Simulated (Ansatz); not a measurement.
Compare A (`C#CN`) with its isomer B (`C1=CN1`).

Calculated with Ansatz (gas phase, PBE0-D4/def2-TZVP geometries, no zero-point term in ΔE). CCSD(T)/CBS is the MP2 limit (def2-TZVPP, def2-QZVPP) plus CCSD(T) − MP2 in def2-TZVPP, frozen cores. This one scheme is used for every species. DFT in def2-TZVPP. B3LYP here is the variant with VWN-RPA as its local correlation; programs differ in this. Each species was taken in one conformer, which may not be the lowest.

Problem. Which isomer does CCSD(T)/CBS put lower? Give the gap. (An estimate is asked.)

Solution. The calculation gave: A, by 39.1 kcal/mol.

Problem. Give E(B) − E(A) in kcal/mol with LDA (SPW92), r2SCAN-D4, B3LYP-D4, CCSD(T)/def2-SVP, CCSD(T)/def2-TZVPP, CCSD/def2-TZVPP, PBE-D4. (An estimate is asked.)

Solution. Ansatz gave: LDA (SPW92) 38.3, r2SCAN-D4 39.3, B3LYP-D4 41.6, CCSD(T)/def2-SVP 39.3, CCSD(T)/def2-TZVPP 39.0, CCSD/def2-TZVPP 40.2, PBE-D4 37.0. None reverses the order clearly.

Problem. Does the order hold for the free energy at 298.15 K (harmonic terms from PBE0-D4)? (Best estimate.)

Solution. Computed: Yes: G(B) − G(A) = +38.8 kcal/mol, for one conformer each.

Largest T1 diagnostic: 0.012.

In def2-TZVPP, CCSD(T) changes the Hartree–Fock value by −7.7 kcal/mol (the triples alone add −1.2 kcal/mol) and MP2 by −6.2 kcal/mol. From PBE to PBE0 (25 % exact exchange), in def2-TZVPP and without D4, E(B) − E(A) moves by +1.4 kcal/mol.
